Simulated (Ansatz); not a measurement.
H7NSi2, SMILES `[SiH3]N[SiH3]`, relaxed with RKS PBE0-D4/def2-TZVP in Ansatz from a GFN2-xTB geometry. The force threshold is 0.005 eV/Å; the program also tests the step.

Charge 0, multiplicity 1.

Start:

```xyz
10

Si    0.413    1.135   -1.005
N    -0.493   -0.169   -0.315
Si   -0.168   -1.100    1.110
H     1.812    0.716   -1.028
H     0.278    2.373   -0.226
H    -0.135    1.328   -2.348
H    -1.452   -0.210   -0.621
H     1.240   -1.481    1.056
H    -1.064   -2.254    1.039
H    -0.430   -0.337    2.337
```

```tsv
step	energy (eV)	largest force (eV/Å)	largest move (Å)
1	-17352.8926	0.746	0.000
2	-17352.9504	0.171	0.062
3	-17352.9544	0.043	0.017
4	-17352.9592	0.192	0.091
5	-17352.9624	0.084	0.152
6	-17352.9641	0.048	0.017
7	-17352.9657	0.030	0.060
8	-17352.9666	0.060	0.093
9	-17352.9669	0.073	0.072
10	-17352.9672	0.058	0.007
11	-17352.9674	0.006	0.009
12	-17352.9675	0.003	0.029
13	-17352.9675	0.009	0.046
14	-17352.9675	0.003	0.005
15	-17352.9675	0.001	0.010
16	-17352.9675	0.001	0.007
```

End:

```xyz
10

Si    0.398    1.099   -1.035
N    -0.621    0.056   -0.112
Si   -0.180   -1.124    1.068
H     1.797    0.650   -0.828
H     0.282    2.525   -0.620
H     0.055    1.033   -2.481
H    -1.614    0.194   -0.239
H     1.293   -1.286    1.005
H    -0.844   -2.427    0.791
H    -0.564   -0.721    2.450
```

Run time 63 s (2 threads of a server CPU on a shared host); peak host memory 0.34 GiB.
